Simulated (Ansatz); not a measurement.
Two structures of CH4AlCl, closed shell, reached by relaxing down either side of one saddle point (PBE0-D4/def2-TZVP). Energies are electronic, without zero-point energy. Ansatz 0.2.0; basis: def2-TZVPP and def2-QZVPP; cores frozen in the correlated methods. Extrapolation: Hartree–Fock as exp(−7.88 √X), correlation as X^−2.97. First:

```
atom    x (Å)    y (Å)    z (Å)
 Al1  -0.5312  -0.8548  -0.0487
  C2   0.4047   0.8415  -0.0953
  H3  -1.6406  -1.3289  -1.0670
 Cl4  -0.0454  -2.2098   1.4878
  H5   1.4839   0.6845  -0.1881
  H6   0.2492   1.3942   0.8364
  H7   0.0794   1.4732  -0.9251
```

Second:

```xyz
7
angstrom
Al -0.9456 -2.4529 0.4764
C 0.1056 0.9124 -0.5170
H -0.6790 0.5160 -1.1623
Cl 0.4109 -2.1196 2.1095
H 0.9854 0.2707 -0.5668
H -0.2484 0.9588 0.5129
H 0.3712 1.9146 -0.8527
```

**Question.** Which bonds change from the first to the second?

**Answer.** CH₄AlCl ([CH3][AlH][Cl]) → AlCl + CH₄; bonds formed: C2–H3; bonds broken: Al1–C2, Al1–H3.

**Question.** Give the saddle point's structure and its height above each. (An estimate is asked for; the value comes from the calculation.)

**Answer.** Computed: 3.524 eV above the first and 3.015 eV above the second (CCSD(T) at an estimated basis limit (MP2 extrapolated from triple and quadruple zeta, plus CCSD(T) − MP2 in triple zeta)).
| atom | x (Å) | y (Å) | z (Å) |
| --- | --- | --- | --- |
| Al1 | -0.6996 | -1.3187 | 0.0571 |
| C2 | 0.1854 | 0.6531 | -0.2245 |
| H3 | -1.0222 | -0.2584 | -1.0574 |
| Cl4 | 0.3594 | -1.9136 | 1.7706 |
| H5 | 1.2385 | 0.3537 | -0.2992 |
| H6 | -0.0327 | 1.0955 | 0.7554 |
| H7 | -0.0288 | 1.3884 | -1.0020 |

The T1 diagnostic stays at or below 0.016. The restricted Hartree–Fock reference is unstable towards an unrestricted one at one or more of these structures. A large double-excitation amplitude points to some diradical character; no triplet was computed. The end structure is not quite a true minimum (one mode of 33i cm⁻¹).

Labels in which every atom is bracketed show which atoms are joined, not bond orders.

For scale, one of the runs: CCSD(T)/def2-TZVPP, 171 basis functions, launched by `ansatz run in.yaml --threads 2 --pin off --events-out ev --progress --plain --max-ram 4352MiB`. The run took 39 s on 2 CPU threads of an Arm Neoverse N1 (shared host), with 1.3 GiB of host memory at its peak.
